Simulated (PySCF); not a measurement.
Gas-phase reaction: 2 H₃SiCCH + 4 Cl₂ → 2 CH₃SiHCl₂ + C₂Cl₄

Computed with PySCF (xtb for GFN2) and rigid-rotor harmonic-oscillator thermochemistry at 1 bar. † marks an energy on the PBE0/def2-TZVP geometry and frequencies; other levels use their own. MP2 and CCSD(T) freeze the core. 6-31G* has spherical d functions here. All species are closed-shell singlets. B3LYP is the form with VWN-RPA correlation. MP2 isn't extrapolated to the basis-set limit; its ΔH°(298 K) is -1377.6 kJ in def2-SVP and -1349.0 kJ in def2-TZVPP. CCSD(T) isn't extrapolated to the basis-set limit; its ΔH°(298 K) is -1297.1 kJ in def2-SVP and -1271.3 kJ in def2-TZVPP. The harmonic model lacks anharmonicity and excited electronic states, which grow with temperature; levels with a mode under 35 cm⁻¹ are left out. Internal rotation in CH₃SiHCl₂ is treated as a harmonic vibration of one conformer, which makes the entropy rough. Soft modes under 120 cm⁻¹ make the harmonic entropy rough for C₂Cl₄.

```tsv
level	ΔE electronic, kJ	ΔH°(298 K), kJ	ΔS°(298 K), J/K	ΔG°(1800 K), kJ
B3LYP/6-31G*	-1316	-1267	-430	-507
BLYP/def2-TZVP†	-1162	-1115	-428	-361
CCSD(T)/def2-TZVPP†	-1318	-1271	-428	-517
GFN2-xTB	-1040	-991	-413	-260
HF/6-31G*	-1342	-1292	-433	-527
HF/def2-TZVP†	-1256	-1209	-428	-455
MP2/def2-SVP†	-1425	-1378	-428	-623
PBE/def2-TZVP†	-1302	-1255	-428	-501
PBE0/def2-QZVP†	-1355	-1308	-428	-554
PBE0/def2-TZVP	-1363	-1316	-428	-561
r2SCAN/def2-TZVP†	-1382	-1335	-428	-580
```
ΔH° is lowest at MP2/def2-SVP† and highest at GFN2-xTB. No reference value is set beside these.
